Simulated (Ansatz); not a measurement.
[H···H···S], triplet along the distance H1-H2

Starting geometry:

| atom | x (Å) | y (Å) | z (Å) |
| --- | --- | --- | --- |
| H | 0.0000 | 0.0000 | -1.1560 |
| H | 0.0000 | 0.0000 | -0.4110 |
| S | 0.0000 | 0.0000 | 1.5670 |

From there H2 is moved from one fragment to the other while all else, the fragments' distance too, stays fixed; atoms are numbered as listed. Energies are in eV, counted from the starting geometry at the same level. Kohn–Sham curves are unrestricted where that lies lower.

Basis 6-31G; Ansatz 0.2.0. Only valence electrons are correlated (noble-gas cores frozen).

Full CI is exact within this basis and frozen core; it isn't the basis-set limit.

| distance H1-H2 (Å) | PBE |
| --- | --- |
| 0.693 | 0.071 |
| 0.745 | 0.000 |
| 0.830 | 0.062 |
| 0.916 | 0.238 |
| 1.001 | 0.439 |
| 1.087 | 0.615 |
| 1.172 | 0.742 |
| 1.258 | 0.843 |
| 1.343 | 0.967 |

Question: Estimate the full CI curve in 6-31G from this one, knowing how PBE errs.

Answer: The computed full CI values, in eV from the starting point, and the error of PBE against them:
```json
{"distance H1-H2 (Å)": "0.693", "full CI": "0.014", "PBE less full CI": "0.057"}
{"distance H1-H2 (Å)": "0.745", "full CI": "0.000", "PBE less full CI": "0.000"}
{"distance H1-H2 (Å)": "0.830", "full CI": "0.166", "PBE less full CI": "-0.104"}
{"distance H1-H2 (Å)": "0.916", "full CI": "0.457", "PBE less full CI": "-0.219"}
{"distance H1-H2 (Å)": "1.001", "full CI": "0.766", "PBE less full CI": "-0.326"}
{"distance H1-H2 (Å)": "1.087", "full CI": "1.019", "PBE less full CI": "-0.404"}
{"distance H1-H2 (Å)": "1.172", "full CI": "1.171", "PBE less full CI": "-0.428"}
{"distance H1-H2 (Å)": "1.258", "full CI": "1.243", "PBE less full CI": "-0.400"}
{"distance H1-H2 (Å)": "1.343", "full CI": "1.308", "PBE less full CI": "-0.341"}
```

The error spans 0.485 eV and is largest, -0.428 eV, at 1.172 Å.

In so small a basis the reference is far from its limit while semilocal and hybrid functionals are nearer theirs, so the functionals' errors here hold much of the reference's basis and frozen-core error, which can add to them or hide them.
